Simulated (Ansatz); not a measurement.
Total energies of Li₂O from Ansatz at PBE0-D4/def2-TZVP, gas phase (1 Eh = 27.2114 eV = 2625.5 kJ/mol). The reference geometry is relaxed at r2SCAN-D4/def2-TZVP.

```xyz
3

Li    0.341   -0.041    1.579
Li   -0.340    0.039   -1.580
O    -0.001    0.002    0.000
```

```csv
state,geometry,energy (Eh)
charge 0 singlet,reference,-90.20838
charge 1 doublet,reference,-89.97517
charge 1 doublet,relaxed at r2SCAN-D4/def2-TZVP,-89.98448
charge 0 triplet,relaxed at r2SCAN-D4/def2-TZVP,-90.13522
charge 0 quintet,relaxed at r2SCAN-D4/def2-TZVP,-89.95565
free Li atom (doublet),–,-7.46705
free O atom (triplet),–,-75.01860
```

**Question.** Work out the vertical ionisation energy to the doublet.

**Answer.** E(charge 1 doublet) − E(charge 0 singlet) = -89.97517 − (-90.20838) = 0.23321 Eh = 6.35 eV. For comparison, −ε of the highest occupied level is 4.25 eV at this level, 2.10 eV less.

**Question.** How much does the charge 1 doublet relax, and what is the adiabatic ionisation energy?

**Answer.** Relaxation: -89.97517 − (-89.98448) = 0.00931 Eh = 0.25 eV. Adiabatic ionisation energy: 0.22390 Eh = 6.09 eV, without zero-point energy. 

**Question.** Which of the charge 0 states is lowest, and how far above it are the others?

**Answer.** The singlet. triplet: -90.13522 − (-90.20838) = 0.07316 Eh = 192.1 kJ/mol; quintet: -89.95565 − (-90.20838) = 0.25273 Eh = 663.5 kJ/mol. The quintet has fallen apart, so its energy is that of loose fragments and no spin gap. The quintet differs in its bonds from the reference.

**Question.** What is the binding energy per atom against free atoms?

**Answer.** Atoms: 2 × (-7.46705) + 1 × (-75.01860) = -89.95270 Eh. Binding: -89.95270 − (-90.20838) = 0.25568 Eh = 6.96 eV, or 2.32 eV for each of 3 atoms (no zero-point energy, no counterpoise term).

The structure comes from a short search, and lower isomers may exist.
